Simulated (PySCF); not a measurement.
HO₂ (doublet state).
Geometry (PBE0-D3(BJ)/def2-SVP, Å), atoms numbered from 1 in this order:
```xyz
3
HO2 angstrom
O      1.0030   -0.1605   -0.0034
O     -0.1539    0.4323   -0.0246
H     -0.8262   -0.2768    0.0029
```

Identity: `[O]O` [radical].

Computed, not measured: UKS B3LYP, IGLO-III on O, pcH-1 on H, non-relativistic, mean-field spin-orbit, GIAO (PySCF). Isolated species at its PBE0-D3(BJ)/def2-SVP geometry, gas phase.

Question: Give the principal g shifts and their parts.

Answer: 
```csv
Δg (ppt),1,2,3
relativistic mass correction,-0.35,-0.35,-0.35
gauge correction,-0.02,0.06,0.07
orbital Zeeman/spin–orbit,-0.01,5.47,27.61
total,-0.38,5.19,27.33
```

So g = 2.00194, 2.00751, 2.02964 and g_iso = 2.01303; the tensor is rhombic: the two nearest values differ by 20 % of g3 − g1. Axes: g1 is normal to the molecular plane and g3 points within 8° of the O1–O2 bond.

Question: What are the electron Larmor frequencies g μB B/h along the three axes at 3350 mT?

Answer: 93.8660, 94.1268, 95.1648 GHz for g1, g2 and g3, a range of 1298.8 MHz.

Question: At 33.98 GHz, how far is the centre of the isotropic spectrum from where a free electron (g = 2.002319) resonates?

Answer: B = hν/(g μB) with μB/h = 13.99624 MHz/mT gives 1212.49 mT for the free electron and 1206.04 mT at g_iso, 6.45 mT lower.

Question: Average each term over the three axes. Which is largest in size?

Answer: The orbital-Zeeman/spin–orbit term 11.02, the mass correction -0.35 and the gauge correction 0.04 ppt, for a total of 10.71 ppt. The orbital-Zeeman/spin–orbit term is the largest in size. The mass correction is the same along every axis, so the anisotropy comes from the other two: their spans along these axes are 0.08 (gauge) and 27.62 ppt (orbital Zeeman/spin–orbit).

Question: In a frozen sample, at which fields do the three g values resonate at 9.5, 34, 94 and 263 GHz (hyperfine left aside), and which band first spreads them over more than twice a line width of 0.3 mT?

Answer: 
```csv
band,GHz,B(g3) mT,B(g2) mT,B(g1) mT,spread mT
X,9.5,334.42,338.11,339.05,4.63
Q,34.0,1196.87,1210.07,1213.43,16.56
W,94.0,3309.00,3345.49,3354.78,45.79
J,263.0,9258.15,9360.25,9386.26,128.11
```

The spread grows in proportion to the frequency. X band is the first where it exceeds 0.6 mT.

The Mulliken spin populations are largest on O1 (+0.74) and O2 (+0.28).

The HOMO–LUMO gaps are 8.34 eV among the α and 4.31 eV among the β orbitals.
